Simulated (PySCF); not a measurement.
# BFH5N: the cost of one run

Programs: PySCF 2.14.0, with density-fitted response routines of our own. Each step states its level of theory. These are calculated values for one molecule in the gas phase, unless marked as measured. Atoms count from 0, in the outputs and in this text.

## 1. The molecule as given

8 atoms, charge 0, multiplicity 1; geometry from: PBE0-D3(BJ)/def2-SVP.

Bonds of the start (Å): N0–B1 1.66, B1–F2 1.39, N0–H3 1.02, N0–H4 1.02, N0–H5 1.02, B1–H6 1.23, B1–H7 1.23.

## 2. Ultraviolet spectrum: wB97X-D/def2-SVPD

The job: settings as JSON, then the geometry in Å.

```
{"job": {"kind": "uv", "xc": "wB97X-D", "basis": "def2-SVPD", "ip": true}, "charge": 0, "multiplicity": 1}
N      0.809897    -0.067012    -0.037970
B     -0.842614     0.026628     0.052046
F     -1.132378     1.209002    -0.620357
H      1.154100    -0.914459     0.414100
H      1.112176    -0.075775    -1.013722
H      1.240594     0.740216     0.416206
H     -1.064600     0.058151     1.260767
H     -1.220583    -0.992637    -0.522289
```

With the program's defaults for keys left out, this is: TDDFT wB97X-D/def2-SVPD, vertical, gas phase, core orbitals frozen in the response.

On the command line:

```sh
OMP_NUM_THREADS=1 python probes_run.py task.json out
```

One launch serves the whole session: the jobs run in the order shown.

Q: Estimate the wall time and peak memory of this first job on 1 thread of Arm Neoverse V2, shared host.

About 9.5 s, with a peak of 0.46 GiB.
